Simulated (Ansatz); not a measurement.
Geometry optimisation, UKS B3LYP/6-31G (Ansatz 0.2.0).

input.yaml

```yaml
crystal:
  periodic: [false, false, false]
  atoms:
    - { symbol: O, position_ang: [1.13314, 1.19878, -0.81825] }
    - { symbol: C, position_ang: [0.23779, 0.74918, -0.1046] }
    - { symbol: Si, position_ang: [-0.73273, -0.62045, 0.54963] }
    - { symbol: H, position_ang: [1.70268, 0.62212, -1.39534] }
    - { symbol: H, position_ang: [-2.01836, -0.83716, -0.07942] }
    - { symbol: H, position_ang: [-0.32252, -1.11248, 1.84796] }
total_charge: 1
magnetization:
  spin_polarized: true
basis:
  gaussian: { orbitals: "6-31G" }
hamiltonian:
  xc: b3lyp
relax:
  f_tol: 0.02
  max_steps: 40
```

Command:

```bash
$ ansatz run input.yaml --threads 1 --pin off --max-ram 2048MiB --backend cpu --events-out ev --progress --plain --runs-dir out
```

**Question.** Where does it end, and by what steps?

**Answer.** The forces met the threshold. Limits of this set-up: no polarisation functions, the dipole of an ion depends on the origin. After 12 steps the energy has fallen by 0.285 eV; C2 moved furthest, 0.55 Å.

```json
{"step": "0", "energy less start (eV)": "0.0000", "largest force component (eV/Å)": "1.837", "accepted": "yes"}
{"step": "1", "energy less start (eV)": "-0.1495", "largest force component (eV/Å)": "0.528", "accepted": "yes"}
{"step": "2", "energy less start (eV)": "-0.1750", "largest force component (eV/Å)": "0.347", "accepted": "yes"}
{"step": "3", "energy less start (eV)": "-0.2077", "largest force component (eV/Å)": "0.406", "accepted": "yes"}
{"step": "4", "energy less start (eV)": "-0.1068", "largest force component (eV/Å)": "1.653", "accepted": "no"}
{"step": "5", "energy less start (eV)": "-0.2285", "largest force component (eV/Å)": "0.194", "accepted": "yes"}
{"step": "6", "energy less start (eV)": "-0.2476", "largest force component (eV/Å)": "0.206", "accepted": "yes"}
{"step": "7", "energy less start (eV)": "-0.2527", "largest force component (eV/Å)": "0.729", "accepted": "yes"}
{"step": "8", "energy less start (eV)": "-0.2667", "largest force component (eV/Å)": "0.683", "accepted": "yes"}
{"step": "9", "energy less start (eV)": "-0.2827", "largest force component (eV/Å)": "0.204", "accepted": "yes"}
{"step": "10", "energy less start (eV)": "-0.2835", "largest force component (eV/Å)": "0.104", "accepted": "yes"}
{"step": "11", "energy less start (eV)": "-0.2854", "largest force component (eV/Å)": "0.022", "accepted": "yes"}
{"step": "12", "energy less start (eV)": "-0.2855", "largest force component (eV/Å)": "0.010", "accepted": "yes"}
```

```xyz
6
Properties=species:S:1:pos:R:3
O 1.091 1.170 -0.787
C 0.383 0.253 -0.299
Si -0.883 -0.441 0.708
H 1.812 0.959 -1.445
H -2.074 -0.830 -0.086
H -0.330 -1.112 1.910
```

Run time: 27 s on 1 thread of Arm Neoverse V1, on a shared host, peak memory 0.12 GiB.
